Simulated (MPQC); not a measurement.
**A workflow on F2 (SMILES FF)**

We compute a structure relaxation (HF/3-21++G), then the harmonic vibrations (HF/3-21++G), then a single-point energy (HF/pc-1-aug) of F2. 

The results are computed with MPQC 2.3.1.

2 further runs of the same task are left out: 2 set aside as unsound or not needed.

## 1. The system as given

F2 has 2 atoms, charge 0, and is taken as a singlet. SMILES: `FF`. All atoms were displaced at random from a relaxed shape. The run starts from this shape.

Bond lengths: F1–F2 1.426 Å.

## 2. A structure relaxation at HF/3-21++G (Cartesian functions, hessian update BFGS) (run 1)

run.in

```
% F2
checkpoint: no
symmetry: c1
memory: 1000000000
basis: 3-21++G
multiplicity: 1
molecule: (bohr)
  F  -1.11834559 0.44298960 -0.56239005
  F  1.10027603 -0.42447595 0.69916843
optimize: yes (cartesian)
method: HF
```

On the command line:

```bash
$ mpqc run.in > run.out
```

The program printed:

```text
MPQC: Massively Parallel Quantum Chemistry
[...]
  WARNING: two unbound groups of atoms
           consider using extra_bonds input
[...]
    symmetry = c1
[...]
  LUMO is    10   A =   0.047192
  total scf energy = -197.6873981821
[...]
  Total Gradient:
       1   F  -0.0000466455   0.0000182381  -0.0000265237
       2   F   0.0000466456  -0.0000182381   0.0000265237
  Max Gradient     :   0.0000466456   0.0001000000  yes
  Max Displacement :   0.0000430216   0.0001000000  yes
  Gradient*Displace:   0.0000000059   0.0001000000  yes
[...]
  Value of the MolecularEnergy: -197.6873981821
[...]
```

Wall time 0.16 s (1 thread of Arm Neoverse V1, shared host).

The path in brief:

| step | energy from the first frame kept (eV) | largest force (eV/Å) |
| --- | --- | --- |
| 0 | 0.0000 | 0.7671 |
| 1 | 0.0079 | 1.2587 |
| 2 | -0.0059 | 0.0486 |
| 3 | -0.0059 | 0.0029 |

After the run. Bond lengths: F1–F2 1.411 Å.

## 3. The harmonic vibrations at HF/3-21++G (Cartesian functions) (run 2)

run.in

```
% HF/3-21++G
molecule: (bohr)
  F     -1.10661417     0.43840323    -0.55571932
  F      1.08854461    -0.41988959     0.69249770
multiplicity: 1
symmetry: c1
memory: 1000000000
method: HF
checkpoint: no
basis: 3-21++G
frequencies: yes
```

On the command line:

```bash
$ mpqc run.in > run.out
```

The program printed:

```text
MPQC: Massively Parallel Quantum Chemistry
[...]
Value of the MolecularEnergy: -197.6873981821
[...]
  Total Gradient:
       1   F   0.0064096731  -0.0025061405   0.0036446853
       2   F  -0.0064096731   0.0025061405  -0.0036446853
  The external rank is 5
  Frequencies (cm-1; negative is imaginary):
  A
     1  1229.59
  THERMODYNAMIC ANALYSIS:
  Contributions to the nonelectronic enthalpy at 298.15 K:
                     kJ/mol       kcal/mol
    E0vib        =    7.3546       1.7578
    Evib(T)      =    0.0391       0.0093
    Erot(T)      =    2.4790       0.5925
    Etrans(T)    =    3.7185       0.8887
    PV(T)        =    2.4790       0.5925
    Total nonelectronic enthalpy:
    H_nonel(T)   =   16.0701       3.8408
  Contributions to the entropy at 298.15 K and 1.0 atm:
                     J/(mol*K)    cal/(mol*K)
    S_trans(T,P) =  154.1127      36.8338
[...]
      symmetry = c1
[...]
  LUMO is    10   A =   0.047192
  total scf energy = -197.6873981821
[...]
```

Wall time 0.16 s (1 thread of Arm Neoverse V1, shared host).

## 4. A single-point energy at HF/pc-1-aug (run 3)

input.in

```
% F2 HF
checkpoint: no
optimize: no
memory: 1000000000
symmetry: c1
basis: pc-1-aug
molecule: (bohr)
  F  -1.10661417 0.43840323 -0.55571932
  F  1.08854461 -0.41988959 0.69249770
method: HF
```

On the command line:

```bash
$ mpqc -o input.out input.in
```

The program printed:

```text
MPQC: Massively Parallel Quantum Chemistry
[...]
  LUMO is    10   A =   0.052815
  total scf energy = -198.6217737701
Value of the MolecularEnergy: -198.6217737701
[...]
      symmetry = c1
[...]
```

Wall time 0.42 s (1 thread of Arm Neoverse V1, shared host).

## 5. Summary of results

| quantity | value |
| --- | --- |
| run 1, HF/3-21++G: total energy at the end | -197.68740 Eh |
| run 1, HF/3-21++G: HOMO energy | -18.58 eV |
| run 1, HF/3-21++G: LUMO energy | 1.28 eV |
| run 1, HF/3-21++G: HOMO–LUMO gap | 19.86 eV |
| run 1, HF/3-21++G: bond length | 1.411 Å |
| run 2, HF/3-21++G: harmonic wavenumber | 1230 cm⁻¹ |
| run 2, HF/3-21++G: zero-point energy | 7.4 kJ/mol |
| run 3, HF/pc-1-aug: total energy | -198.62177 Eh |
| run 3, HF/pc-1-aug: HOMO energy | -18.33 eV |
| run 3, HF/pc-1-aug: LUMO energy | 1.44 eV |
| run 3, HF/pc-1-aug: HOMO–LUMO gap | 19.76 eV |

The program (run 2, HF/3-21++G) took a symmetry number of 1 where this shape has 2, so the entropy in its output is too high by R ln(2/1) = 1.38 cal/(mol K). The optimisation (run 1, HF/3-21++G) took 3 steps and changed the energy by -0.006 eV. The one mode (run 2, HF/3-21++G) is real, so the shape is a minimum at this level.
